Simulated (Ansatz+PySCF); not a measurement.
**singlet HF: levels of theory in one basis**

```yaml
atoms:
  - { symbol: H, position_ang: [0.0000, 0.0000, -1.2423] }
  - { symbol: F, position_ang: [0.0000, 0.0000, 0.1380] }
```

Basis set: cc-pVDZ (spherical functions). Frozen core: 1 orbital. Charge 0, multiplicity 1.

Computed with Ansatz (development build ahead of 0.2.0); each method stands on the lowest determinant of its kind that the runs found. NEVPT2 correlates all electrons. Active spaces start from the frontier orbitals, and the lowest solution found is given.

```
                            method  E − E(RHF) (eV)  <S²> of the determinant
                               RHF             0.00                     0.00
                               UHF            -0.14                     0.31
                           RHF-MP2            -6.01                        –
                          RHF-CCSD            -6.20                        –
                       RHF-CCSD(T)            -6.31                        –
                       UHF-CCSD(T)            -6.29                     0.31
full CI (lowest root of this spin)            -6.33                        –
                       CASSCF(8,5)            -1.52                        –
                       CASSCF(2,2)            -1.49                        –
                    SC-NEVPT2(2,2)            -6.20                        –
                    SC-NEVPT2(8,5)            -5.76                        –
```

Q: What does UHF-MP2 give on the same scale?

A: -5.35 eV.

At such a shape the full CI root can have another spatial symmetry than the determinants, so the rows needn't describe one state.

Q: Is a single determinant a sound starting point here?

A: Only with care. Unrestricted orbitals gain 0.14 eV and <S²> is 0.31 against 0.00 for a pure state, so spin symmetry breaks but gains little energy; restricted orbitals can still serve. The CASSCF(2,2) natural occupations are 1.88, 0.12.

Caution for UHF, UHF-MP2, UHF-CCSD(T): the unrestricted determinant is spin contaminated. Caution for RHF-MP2, UHF-MP2, RHF-CCSD, RHF-CCSD(T), UHF-CCSD(T): bonds are stretched, where a single reference can fail. Caution for UHF-MP2, UHF-CCSD(T): a plain start can end on a higher determinant. Caution for UHF-MP2: another reference gives a lower total.
